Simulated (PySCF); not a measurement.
# Exact simulation of a proton spin system

Molecule: `CCCOC`, C₄H₁₀O.

Geometry:
```json
{"atom": "C1", "x (Å)": "-2.271", "y (Å)": "0.012", "z (Å)": "0.411"}
{"atom": "C2", "x (Å)": "-1.075", "y (Å)": "-0.482", "z (Å)": "-0.392"}
{"atom": "C3", "x (Å)": "0.226", "y (Å)": "0.129", "z (Å)": "0.114"}
{"atom": "O4", "x (Å)": "1.296", "y (Å)": "-0.359", "z (Å)": "-0.665"}
{"atom": "C5", "x (Å)": "2.538", "y (Å)": "0.153", "z (Å)": "-0.267"}
{"atom": "H6", "x (Å)": "-3.189", "y (Å)": "-0.435", "z (Å)": "0.038"}
{"atom": "H7", "x (Å)": "-2.359", "y (Å)": "1.094", "z (Å)": "0.337"}
{"atom": "H8", "x (Å)": "-2.161", "y (Å)": "-0.251", "z (Å)": "1.461"}
{"atom": "H9", "x (Å)": "-1.194", "y (Å)": "-0.223", "z (Å)": "-1.444"}
{"atom": "H10", "x (Å)": "-0.997", "y (Å)": "-1.569", "z (Å)": "-0.325"}
{"atom": "H11", "x (Å)": "0.383", "y (Å)": "-0.135", "z (Å)": "1.173"}
{"atom": "H12", "x (Å)": "0.182", "y (Å)": "1.228", "z (Å)": "0.045"}
{"atom": "H13", "x (Å)": "3.284", "y (Å)": "-0.285", "z (Å)": "-0.926"}
{"atom": "H14", "x (Å)": "2.766", "y (Å)": "-0.117", "z (Å)": "0.773"}
{"atom": "H15", "x (Å)": "2.567", "y (Å)": "1.247", "z (Å)": "-0.356"}
```

Rapidly exchanging positions averaged, a single conformation, in vacuum, relativity neglected. Structure optimised with GFN2-xTB; PBE0/pcSseg-1 with gauge-including orbitals; couplings computed with B3LYP/pcJ-1 (without the spin–dipole term); PySCF.

δ = σ(ref) − σ, references computed at the same level: TMS for 1H.

Shifts (ppm): H6/H7/H8 0.91, H9/H10 1.68, H11/H12 3.25.
Couplings (Hz): H6–H7, H6–H8, H7–H8: -13.4; H6–H9, H6–H10, H7–H9, H7–H10, H8–H9, H8–H10: 8.0; H6–H11, H6–H12, H7–H11, H7–H12, H8–H11, H8–H12: -0.3; H9–H10: -12.8; H9–H11, H9–H12, H10–H11, H10–H12: 7.4; H11–H12: -8.0.

The 7-spin Hamiltonian (Zeeman plus full scalar coupling among like nuclei) was diagonalised exactly; lines are Lorentzian, 1.0 Hz wide, and the maxima above 3 % are listed with the tallest set to 100.

Question: Give the 1H peak list of this spin system at 60 MHz.

Answer: 
```json
{"Hz": "202.5", "ppm": "3.375", "height": "37"}
{"Hz": "195.5", "ppm": "3.258", "height": "88"}
{"Hz": "188.1", "ppm": "3.135", "height": "53"}
{"Hz": "121.1", "ppm": "2.018", "height": "4"}
{"Hz": "120.0", "ppm": "2.000", "height": "4"}
{"Hz": "114.2", "ppm": "1.903", "height": "9"}
{"Hz": "112.2", "ppm": "1.869", "height": "20"}
{"Hz": "107.5", "ppm": "1.792", "height": "9"}
{"Hz": "104.8", "ppm": "1.746", "height": "32"}
{"Hz": "101.1", "ppm": "1.684", "height": "6"}
{"Hz": "98.1", "ppm": "1.634", "height": "27"}
{"Hz": "96.8", "ppm": "1.613", "height": "37"}
{"Hz": "93.4", "ppm": "1.557", "height": "6"}
{"Hz": "89.5", "ppm": "1.492", "height": "27"}
{"Hz": "83.5", "ppm": "1.392", "height": "7"}
{"Hz": "82.2", "ppm": "1.371", "height": "8"}
{"Hz": "62.6", "ppm": "1.043", "height": "46"}
{"Hz": "61.6", "ppm": "1.026", "height": "71"}
{"Hz": "54.5", "ppm": "0.908", "height": "100"}
{"Hz": "46.2", "ppm": "0.770", "height": "32"}
{"Hz": "44.5", "ppm": "0.741", "height": "18"}
```

Question: And at 700 MHz?

Answer: 
```json
{"Hz": "2282.4", "ppm": "3.261", "height": "32"}
{"Hz": "2275.1", "ppm": "3.250", "height": "64"}
{"Hz": "2267.7", "ppm": "3.240", "height": "33"}
{"Hz": "1195.5", "ppm": "1.708", "height": "5"}
{"Hz": "1187.5", "ppm": "1.696", "height": "19"}
{"Hz": "1180.0", "ppm": "1.686", "height": "36"}
{"Hz": "1172.1", "ppm": "1.674", "height": "37"}
{"Hz": "1164.5", "ppm": "1.664", "height": "19"}
{"Hz": "1156.7", "ppm": "1.652", "height": "5"}
{"Hz": "645.0", "ppm": "0.921", "height": "51"}
{"Hz": "637.0", "ppm": "0.910", "height": "100"}
{"Hz": "629.0", "ppm": "0.899", "height": "48"}
```

Question: Among coupled protons with different shifts, which pair is furthest from first order, and how does the field change that?

Answer: H6 and H9: Δν/J is about 5.8 at 60 MHz (intermediate, with clear roofing) and 67.4 at 700 MHz (close to first order). J in Hz doesn't depend on the field, while Δν in Hz grows in proportion to it.

Unscaled 3J(H,H) at this level run about 10 % above measured values. Vicinal H,H couplings across rotating CH2–CH2 and CH–CH2 bonds are estimated from the computed gauche and anti values for equal rotamer populations, (2 J gauche + J anti)/3.
